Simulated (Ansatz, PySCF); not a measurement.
Molecule: CH₃S, net charge -1, singlet state. It need not be the lowest isomer of its formula. Whether it binds its extra electron was not tested at this geometry. 
Geometry from a B3LYP-D3(BJ)/def2-TZVP (Ansatz, a quantum-chemistry and plane-wave program) optimisation:
SMILES: S[CH2-]
```xyz
5

C     -0.1067     1.1770     0.0047
S     -0.0797    -0.5749    -0.0052
H      1.2370    -1.0853     0.0214
H      0.3191     1.6057     0.9182
H      0.3597     1.6165    -0.8836
```
Charge -1, spin multiplicity 1.

Total electronic energies in hartree. Valence correlation only, unless marked. Spin-orbit coupling is left out. No relativistic terms. CBS(X,Y): correlation extrapolated as X^-3; Hartree-Fock from the larger set.

| level | program | energy (Eh) |
|---|---|---|
| HF/6-31G | Ansatz | -436.96566 |
| HF/def2-TZVPP | Ansatz | -437.09088 |
| BP86/def2-TZVPD | PySCF | -438.13674 |
| TPSS/def2-TZVPD | PySCF | -438.11917 |
| TPSS-D4/def2-TZVPD | PySCF + dftd4 | -438.12313 |
| r2SCAN0/def2-TZVPD | Ansatz | -438.02005 |
| MN15/def2-TZVPD | PySCF | -437.92010 |
| B2GP-PLYP-D4/def2-TZVPD | Ansatz + dftd4 | -437.86004 |
| B2GP-PLYP/def2-TZVPD | Ansatz | -437.85887 |
| B2PLYP-D3(BJ)/def2-TZVPD | Ansatz + dftd3 | -437.91618 |
| B2PLYP/def2-TZVPD | Ansatz | -437.91417 |
| MP2/def2-TZVPP | Ansatz | -437.46610 |
| RI-MP2/aug-cc-pV(T+d)Z | Ansatz | -437.49054 |
| RI-MP2/cc-pV(T+d)Z | Ansatz | -437.46897 |
| RI-MP2/CBS(aug-cc-pV(T+d)Z,aug-cc-pV(Q+d)Z) | Ansatz | -437.5370 |
| SCS-MP2/cc-pwCVTZ | Ansatz | -437.47572 |
| SCS-MP2/cc-pV(Q+d)Z | Ansatz | -437.51266 |
| CCSD/cc-pVTZ | Ansatz | -437.49415 |
| CCSD/CBS(def2-TZVPPD,def2-QZVPPD) | Ansatz | -437.5546 |
| CCSD(T)/cc-pV(D+d)Z | Ansatz | -437.39193 |
| CCSD(T)/cc-pVDZ | PySCF | -437.38379 |
| CCSD(T)/aug-cc-pV(T+d)Z | Ansatz | -437.53695 |
| CCSD(T)/CBS(def2-TZVPPD,def2-QZVPPD) | Ansatz | -437.5778 |

Totals of different functionals don't rank their quality; only differences between species are comparable.
